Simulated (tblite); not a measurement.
Species: ClH3PSi (doublet state).
Structure used (GFN2-xTB), in Å, numbered top down from 1:
```
atom  x, y, z in Å
P1     1.5937   -0.3276   -0.7240
Si2   -0.5154   -0.1921   -0.0136
Cl3   -1.1555    1.7332   -0.0712
H4     2.1137    0.4047    0.3405
H5    -1.3550   -0.9687   -0.9191
H6    -0.6785   -0.6477    1.3658
```

Computed values, GFN2-xTB/tblite, gas phase, harmonic and unscaled. Against measured fundamentals such values can be off by several per cent, at times by over 20. Modes of hydrogen on phosphorus and silicon can be 10 to 20 % off. One conformer, not necessarily the lowest. Open shells enter through the occupations alone, without spin polarisation, and single modes of such species can be off by tens of per cent.

Harmonic wavenumbers (cm⁻¹): 89.0, 124.0, 414.3, 450.0, 509.1, 560.2, 652.6, 720.3, 772.7, 2241.9, 2270.6, 2292.0.

A = 12692, B = 2429, C = 2114 MHz; mass 96.943 u (most abundant isotopes); point group C1, symmetry number 1; spin multiplicity 2.

Q: Zero-point energy?

A: Half the sum of the wavenumbers: 5548 cm⁻¹ = 15.86 kcal/mol.

Q: Entropy at 350 K, 1 bar (ideal gas, RRHO, classical rotation)?

A: Translation 40.45, rotation 26.48, vibration 12.41, spin (R ln 2) 1.38: S = 80.7 cal/(mol K).

Q: And Cp and H(350 K) − H(0)?

A: Cp = 20.72 cal/(mol K), of which vibrations give 12.77 (their classical limit is 12 R = 23.8); H(350 K) − H(0) = 5.13 kcal/mol without the zero-point energy, 2.34 from vibrations.

Q: How do the functions run with temperature in this model?

A: 
```json
{"T (K)": "150", "S (cal/(mol K))": "66.2", "Cp (cal/(mol K))": "13.7", "H − H(0) (kcal/mol)": "1.60", "G − H(0) (kcal/mol)": "-8.33", "ln q(vib)": "0.97"}
{"T (K)": "250", "S (cal/(mol K))": "74.2", "Cp (cal/(mol K))": "17.9", "H − H(0) (kcal/mol)": "3.19", "G − H(0) (kcal/mol)": "-15.37", "ln q(vib)": "1.91"}
{"T (K)": "298.15", "S (cal/(mol K))": "77.5", "Cp (cal/(mol K))": "19.4", "H − H(0) (kcal/mol)": "4.08", "G − H(0) (kcal/mol)": "-19.02", "ln q(vib)": "2.38"}
{"T (K)": "400", "S (cal/(mol K))": "83.6", "Cp (cal/(mol K))": "21.7", "H − H(0) (kcal/mol)": "6.19", "G − H(0) (kcal/mol)": "-27.23", "ln q(vib)": "3.35"}
{"T (K)": "600", "S (cal/(mol K))": "92.9", "Cp (cal/(mol K))": "24.5", "H − H(0) (kcal/mol)": "10.83", "G − H(0) (kcal/mol)": "-44.93", "ln q(vib)": "5.15"}
{"T (K)": "900", "S (cal/(mol K))": "103.4", "Cp (cal/(mol K))": "27.0", "H − H(0) (kcal/mol)": "18.59", "G − H(0) (kcal/mol)": "-74.45", "ln q(vib)": "7.48"}
```

q(vib) and H(0) count from the zero-point level.

Q: Which modes carry the vibrational entropy at 350 K?

A: 89.0 cm⁻¹: 4.00; 124.0 cm⁻¹: 3.35; 414.3 cm⁻¹: 1.15; 450.0 cm⁻¹: 1.03; 509.1 cm⁻¹: 0.85; 560.2 cm⁻¹: 0.72 cal/(mol K); the other 6 give 1.32 together.

Hindered rotation and anharmonicity are outside this model. Other conformers, if any are populated, would add a mixing term that is left out. The structure is chiral; the term R ln 2 for an equal mix with its mirror image is left out.

The run took under 0.1 s of wall time on an Intel Xeon 6975P-C with one thread, on a shared host. This covers the Hessian and the dipole derivatives.
